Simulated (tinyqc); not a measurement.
Inside a calculation. Method: UHF in the sto-6g basis, for NH3+, spin multiplicity 2. One step of it, computed by the program tinyqc.

Task: Iteration 2: DIIS coefficients. Solve [B -1; -1 0][c; lambda] = [0; -1] for the coefficients, which sum to one.

B (overlaps of the stored error matrices):
```
                1               2
1   3.1762278e+00  -2.0461814e-01
2  -2.0461814e-01   2.6737845e-02
```

Give: DIIS coefficients.

Result:

DIIS coefficients: 0.064  0.936
